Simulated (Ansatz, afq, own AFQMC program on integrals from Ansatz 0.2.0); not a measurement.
AFQMC on a folder of integrals that Ansatz 0.2.0 wrote.

```yaml
crystal:
  periodic: [false, false, false]
  atoms:
    - {symbol: B, position_ang: [0.000000, 0.000000, 0.000000]}
    - {symbol: Al, position_ang: [0.000000, 0.000000, 2.023407]}
basis:
  gaussian: {orbitals: cc-pVDZ}
magnetization: {spin_polarized: true, initial_magnetization: 2}
correlation: {method: ccsd_t, electrons: outside_noble_gas, hamiltonian_folder: ham}
```

```sh
$ ansatz run in.yaml --threads 1 --pin off --events-out ev --progress --plain --max-ram 16896MiB --backend cuda --devices 0, --max-vram 18GiB
```

Options of the walk:

```
--method phaseless --trial hf --walkers 4000 --populations 20 --least-time 40 --time-step 0.005 --steps-per-block 20 --equilibration-blocks 112 --max-blocks 4000 --target-error 0.0007499999999999999 --factor-cut 1e-05 --start spin_pure --seed 9838 --taylor-order 6
```

Times are imaginary, in 1/Eh. The walk had a cap of 49 s. With eight or more populations the least sampling time is a fifth of least-time, and the error comes from their spread.

```
orbitals 26  electrons 4 2  factors 179 of 315
reference energy -266.42494275 Eh
CCSD correlation -0.13584317 Eh in 17 cycles, weight of the determinant in the CISD state 0.7762
energy of the start -266.427999 Eh
 block  time / (1/Eh)  mean weight  energy / Eh
     1     0.100  1.0002  -266.441444
     2     0.200  1.0004  -266.453343
     3     0.300  1.0003  -266.463355
     4     0.400  1.0005  -266.472604
     5     0.500  1.0005  -266.480748
     8     0.800  1.0004  -266.500008
    15     1.500  1.0002  -266.530523
    29     2.900  1.0000  -266.549696
    36     3.600  1.0000  -266.555391
    57     5.700  1.0000  -266.559819
    78     7.800  0.9996  -266.559931
    99     9.900  0.9998  -266.561957
   120    12.000  1.0001  -266.559390
   141    14.100  1.0002  -266.561881
   155    15.500  0.9998  -266.563993
   162    16.200  1.0001  -266.560667
   183    18.300  1.0003  -266.560058
   204    20.400  1.0001  -266.561390
   225    22.500  0.9998  -266.561617
   246    24.600  1.0001  -266.563033
   267    26.700  0.9997  -266.561045
   288    28.800  1.0002  -266.558266
error from the spread of 20 populations
energy -266.560411 +/- 0.000708 Eh
(rows thinned)
```

(1) Estimate how long the walk took on 1 × NVIDIA H100 80GB HBM3 with 2 threads of AMD EPYC 7R13 Processor (Zen 3), with other jobs on the host (the card was shared).

The run passed its tests (sampling time, drift between the halves within three errors, error under three times the target), which doesn't prove that it has relaxed.

Against this walk (error 19.3 meV) on the same determinant: CCSD(T) 257.8 meV lower, CCSDT(Q) 350.5 meV lower, CCSDTQ 350.6 meV lower, full CI 351.7 meV lower, a separate phaseless walk with a CISD trial and standard settings 273.0 ± 19.6 meV lower. The error is statistical and leaves out the bias of the constraint. The determinant has ⟨S²⟩ = 2.15, so the low cluster orders mix in higher spin, while the walk starts as a pure triplet. Full CI is exact here, so the walk's 352 meV above it is the walk's own error: the bias of the constraint with this trial. The determinant is a poor start (see the cautions), so the low cluster orders aren't to be relied on, and full CI is the sure value.

Cautions: constraint bias not in the error; an unrestricted solution with more broken spin lies lower (625 meV, ⟨S²⟩ 2.50); strong correlation (T1 0.085, weight of the determinant 0.78, largest double 0.18); (T) is large, 7 % of the CCSD correlation; unrestricted determinant spin contaminated (⟨S²⟩ 2.15 against 2.00).

Answers

(1) 20 s of wall time.

CCSDT and higher add their correlation energy to the determinant of the CCSD(T) run, since their own runs factorise the integrals more tightly (a shift of under 2 meV). A walk keeps the symmetry of its determinant, which the program's search chose and which needn't be the lowest solution, so a lower state of the same spin and another symmetry isn't excluded.
